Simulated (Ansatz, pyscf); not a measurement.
HO–CH₂–SiH₃ → H₃C–O–SiH₃, a concerted two-bond exchange on the singlet surface: C–Si, H–O broken, C–H, O–Si formed. Structures and frequencies: ωB97X-D3(BJ)/def2-SVP in PySCF. Wave-function energies: Ansatz (a program for electronic structure), frozen core, RHF or UHF references. In kJ/mol, from the reactant's lowest minimum found.

Cost: rough CPU time of the saddle's run relative to CCSD(T)/cc-pV(D+d)Z, from one job on a shared machine, with the HF step and its search for lower states.

```json
[
 {"level": "B3LYP-D3(BJ)/def2-TZVP", "barrier": "338.18", "reaction energy": "-109.11", "cost": "–"},
 {"level": "ωB97M-D3(BJ)/def2-TZVP", "barrier": "333.15", "reaction energy": "-105.41", "cost": "–"},
 {"level": "CCSD(T)/cc-pV(D+d)Z", "barrier": "358.53", "reaction energy": "-97.29", "cost": "1"},
 {"level": "CCSDT(Q)/cc-pV(D+d)Z", "barrier": "___", "reaction energy": "___", "cost": "200"},
 {"level": "CCSD(T)/cc-pV(T+d)Z", "barrier": "338.88", "reaction energy": "-106.51", "cost": "15"},
 {"level": "CCSD(T)/cc-pV(Q+d)Z", "barrier": "___", "reaction energy": "-106.35", "cost": "–"}
]
```

Some entries are withheld; supply them.


- CCSDT(Q)/cc-pV(D+d)Z, barrier: 357.10
- CCSDT(Q)/cc-pV(D+d)Z, reaction energy: -97.02
- CCSD(T)/cc-pV(Q+d)Z, barrier: 339.06

In cc-pV(D+d)Z, going from CCSD(T) to CCSDT(Q) shifts the barrier by -1.43 and the reaction energy by +0.26 kJ/mol. With HF in the quadruple-zeta basis and the correlation energy extrapolated as X⁻³ from X = 3, 4, CCSD(T) gives 339.45 and -105.57; adding the double-zeta shift gives ΔE‡ = 338.03 and ΔE = -105.31 kJ/mol, without core correlation, relativity or geometry relaxation at these levels. HO–CH₂–SiH₃ lies 204.61 kJ/mol over its isomer H₃C–SiH₂–OH (electronic energy, ωB97M-D3(BJ)/def2-TZVP). H₃C–O–SiH₃ lies 99.20 kJ/mol over its isomer H₃C–SiH₂–OH (electronic energy, ωB97M-D3(BJ)/def2-TZVP). One saddle was located; it need not be the lowest between these sides.
